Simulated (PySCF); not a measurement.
A GIAO shielding run with PySCF (density fitting, non-relativistic, gas phase) on SMILES Cc1cc[nH]n1, C₄H₆N₂:

```
$ OMP_NUM_THREADS=1 python probes_run.py task.json out

{"job": {"kind": "nmr", "xc": "PBE0", "basis": "6-31G", "pop": true}, "charge": 0, "multiplicity": 1}
C      1.913687    -0.132485     0.040832
C      0.422212    -0.097314     0.083895
C     -0.458494     0.674034    -0.715163
C     -1.722576     0.331667    -0.276438
N     -1.537607    -0.575013     0.708284
N     -0.258122    -0.849339     0.943665
H      2.343873     0.137439     1.017077
H      2.278820    -1.139861    -0.210563
H      2.299707     0.569212    -0.710601
H     -0.201201     1.377677    -1.503223
H     -2.714066     0.659373    -0.582288
H     -2.250756    -1.038103     1.255519
```

Hardware: 1 thread of an Arm Neoverse V2, shared host. The job also computes population analyses, field gradients, ring-centre shieldings.

Q: How large is the calculation?

A: 44 electrons, 66 basis functions and 592 auxiliary functions.

Q: How long does it take, and how much memory does it need?

A: 5 s of wall time, with 14 SCF cycles and 5 response iterations; peak memory 0.42 GiB. Times on a shared host scatter by some tens of per cent.

Q: And these other runs on the same molecule and hardware: GIAO shielding at B3LYP/pcSseg-2; GIAO shielding at PBE0/pcSseg-1; GIAO shielding at BLYP/pcSseg-2; GIAO shielding at BP86/pcSseg-2; GIAO shielding at HF/pcSseg-2; GIAO shielding at LDA/pcSseg-2?

A: B3LYP/pcSseg-2: 300 functions, 34 s; PBE0/pcSseg-1: 132 functions, 8.8 s; BLYP/pcSseg-2: 300 functions, 46 s; BP86/pcSseg-2: 300 functions, 43 s; HF/pcSseg-2: 300 functions, 18 s; LDA/pcSseg-2: 300 functions, 36 s.
